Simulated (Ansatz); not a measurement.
## Telling isomers of CH3B apart by their spectra

These gas-phase data were calculated for one isomer of CH3B at r2SCAN-D4/def2-TZVP (harmonic, unscaled wavenumbers; equilibrium rotational constants with average atomic masses):

| Property | Result |
| --- | --- |
| rotational constants | 300.2, 28.95, 26.4 GHz |
| all wavenumbers above 1500 cm⁻¹ | 3208, 3143, 2835, 1513 |
| dipole moment | 0.60 D (PBE0/def2-TZVPD) |

Candidates:

(1) `B=C`, a singlet
(2) `[B]C`, a singlet

**Question.** Assign the data to one candidate and say why.

**Answer.** Candidate (1). The band at 2835 cm⁻¹ lies where the B–H stretch is expected; (2) has no mode between 2350 and 2900 cm⁻¹.

The same quantities for all candidates:

|  | rotational constants (GHz) | wavenumbers above 1500 cm⁻¹ | dipole (D) | E above the lowest, r2SCAN-D4/def2-TZVP (kcal/mol) |
| --- | --- | --- | --- | --- |
| (1) | 300.2, 28.95, 26.4 | 3208, 3143, 2835, 1513 | 0.60 | 0.0 |
| (2) | 157.5, 27.82, 27.82 | 3080, 3079, 2988 | 2.93 | 31.8 |

Harmonic stretches to hydrogen usually lie a few per cent above observed fundamentals. Each candidate is one conformer. Programs: Ansatz 0.2.0.
